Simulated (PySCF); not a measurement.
Proton affinity of phosphorous acid, site by site

Parent: phosphorous acid, `OP(O)O` (H3O3P). Optimised structure (Å), atoms numbered from 1:
```
O    -0.9737   -0.7273   -0.7003
P    -0.1612   -0.0635    0.5645
O    -0.0186    1.4608   -0.0325
O     1.3403   -0.6025    0.1700
H    -1.9213   -0.7340   -0.5219
H     0.1905    2.0785    0.6777
H     1.5484   -1.3992    0.6718
```

Computed at ωB97X-D3(BJ)/def2-TZVP // PBE0-D3(BJ)/def2-SVP with PySCF (density fitting, grid level 2). ωB97X-D3(BJ) is ωB97X-V with D3(BJ) in place of VV10. Thermal corrections: PBE0-D3(BJ)/def2-SVP frequencies, unscaled, ideal gas at 298.15 K and 1 bar, quasi-RRHO entropy.

| site | product | PA / kcal/mol | GB / kcal/mol |
| --- | --- | --- | --- |
| P2 (phosphorus) | `O[PH+](O)O` | 214.1 | 206.5 |

PA is −ΔH and GB is −ΔG of B + H⁺ → BH⁺ in the gas phase. Sites whose products fell apart, merged with another or lost in a GFN2-xTB screen aren't listed.

Proton affinity (−ΔH), Gas-phase basicity (−ΔG): the gap is larger than usual, and may come from another state, site, conformer or species, from the functional or basis, or from an outlying measurement.

Measured values (NIST Chemistry WebBook, evaluated or the median of agreeing entries): proton affinity (−ΔH) 821 kJ/mol (computed 896, difference 75); gas-phase basicity (−ΔG) 789 kJ/mol (computed 864, difference 75).

Caveats: O1 is not listed: the run failed or kept an imaginary mode, or the ion rearranged or equalled another; a site not listed may be the best one.
